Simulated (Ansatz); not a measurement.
Results of LDA (Ansatz, a program for electronic structure, PAW) for AlPO4 (P3₂21, No. 154).

Settings: plane-wave cutoff 520 eV, 6×6×4 k mesh (along the axes of the cell as run), scalar-relativistic PAW data made under PBE.

Computed at the level's own relaxed cell.

Hill averages of the elastic tensor: K = 30.6 GPa, G = 28.6 GPa. Volume 12.447 Å³/atom, mean atomic mass 20.325 u.

Question: Work out the density, the sound velocities of a polycrystal and the elastic Debye temperature at this level.

Answer: ρ = 1.66054 × 20.325/12.447 = 2.712 g/cm³. v_l = √[(K + 4G/3)/ρ] = 5.034 km/s and v_t = √(G/ρ) = 3.247 km/s. The mean follows from 3/v_m³ = 1/v_l³ + 2/v_t³: v_m = 3.564 km/s. Θ_D = (ħ/k_B) v_m (6π²/V)^(1/3) = 76.38 K Å s/km × 3.564 × 1.6819 Å⁻¹ = 458 K, counting all atoms of the cell.

Note: the relaxation could not lower the start's symmetry, so the cell can be a saddle point above a distorted one.
